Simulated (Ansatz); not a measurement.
Reaction (SMILES): [O+]#[Si-] (O-Si) + 3 [H][H] (H2) → O (H2O) + [SiH4] (SiH4)
B3LYP-D3(BJ)/def2-TZVP geometries, fixed; electronic energies without zero-point terms.
Largest species:
```
Si
H 1 1.4803
H 1 1.4803 2 109.47
H 1 1.4803 2 109.47 3 -120.00
H 1 1.4803 2 109.47 4 -120.00
```

Effect of the final integration grid (spheres per factor e of radius in core and valence, angular degree) at PBE/def2-TZVPP with Ansatz (a quantum-chemistry and plane-wave program), against the last row, where the energy of full hydrogenation is -37.09 kcal/mol. The default's grid is 13, 11, 36.

```tsv
setting	largest shift of a total energy (mEh)	shift of the energy of full hydrogenation (kcal/mol)
accuracy: medium (default)	0.000	0.000
final_grid: 4, 3, 11	-1.202	0.696
final_grid: 6, 5, 17	0.069	0.050
final_grid: 8, 7, 23	-0.005	-0.005
final_grid: 10, 9, 29	-0.001	0.001
final_grid: 18, 15, 47	0.000	0.000
final_grid: 26, 22, 59	0.000	0.000
```

Within 0.05 kcal/mol in the energy of full hydrogenation: accuracy: medium (default); final_grid: 8, 7, 23; final_grid: 10, 9, 29; final_grid: 18, 15, 47. The largest shift is 1.202 mEh in a total energy and 0.696 kcal/mol in the difference.
